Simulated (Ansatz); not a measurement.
# BSiNH+ (quintet): from Hartree-Fock to the top rungs, def2-TZVPP

The task here is to estimate one member of a computed series from the others.

Method: def2-TZVPP, core rule «outside noble gas», up to 7 orbitals frozen; program: Ansatz 0.2.0, Gaussian basis.

Plan: UHF; ROHF; CCSD(T) on UHF.

**The system**

The geometry is a PBE0/def2-TZVP stationary point (not a proven minimum) of the parent state, kept for this charge and spin.

4 atoms, charge 1, spin multiplicity 5.

Atoms are counted from 1 here; the program's logs count them from 0.

Bond lengths: B1–Si2 1.824 Å, Si2–N3 1.538 Å, N3–H4 0.996 Å. Angles: B1–Si2–N3 173.5°, Si2–N3–H4 161.9°.

The first run:

Contents of in.yaml:

```yaml
crystal:
  periodic: [false, false, false]
  atoms:
    - {symbol: B, position_ang: [0.000000, -0.062553, 2.375794]}
    - {symbol: Si, position_ang: [0.000010, 0.013734, 0.552939]}
    - {symbol: N, position_ang: [0.000006, -0.096050, -0.981036]}
    - {symbol: H, position_ang: [-0.000016, 0.144869, -1.947698]}
basis:
  gaussian: {orbitals: def2-TZVPP}
total_charge: 1
magnetization: {spin_polarized: true, initial_magnetization: 4}
hamiltonian: {xc: hf}
output: {orbitals: {seedname: orbitals}}
```

Launch:

```console
$ ansatz run in.yaml --threads 1 --pin off --events-out ev --progress --plain --max-ram 4096MiB --backend cpu
```

Steps of the session up to this table: UHF; ROHF; CCSD(T) on UHF.

One of the session's tables, all rows but one given; the rest of the session is left out.

| method | from UCCSD(T) (kcal/mol) |
| --- | --- |
| ROHF | +205.98 |
| UHF | ? |
| UMP2 | +28.68 |
| UCCSD | +8.25 |
| UCCSD(T) | 0 |

Q: Estimate the row for UHF from the others.

As computed: from UCCSD(T) (kcal/mol): +201.21. In the column «from UCCSD(T) (kcal/mol)» it lies between UMP2 (+28.68) and ROHF (+205.98).
